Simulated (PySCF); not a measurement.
Name the molecule from its bond curve

A diatomic of charge +1 contains C. Its triplet curve at PBE0 in a double-zeta basis (no relativity, PySCF), in eV from the separated fragments:

```csv
R (Å),E (eV)
1.272,-1.828
1.331,-2.404
1.390,-2.725
1.435,-2.838
1.479,-2.868
1.523,-2.833
1.583,-2.712
1.657,-2.482
1.745,-2.150
1.863,-1.700
```

The fit gives ωe = 1261 cm⁻¹ and the rotational constant Bₑ = 1.349 cm⁻¹.

Problem. Which atom is the partner?

Solution. The minimum lies at 1.475 Å, so the reduced mass is 16.8576 u Å² cm⁻¹/(Bₑ·Re²) = 5.744 u. With C at 12.00 u the partner weighs about 11.0 u: B. The molecule is BC⁺.

The state is the lowest determinant that a PBE0 search found; another state may lie lower at other levels.
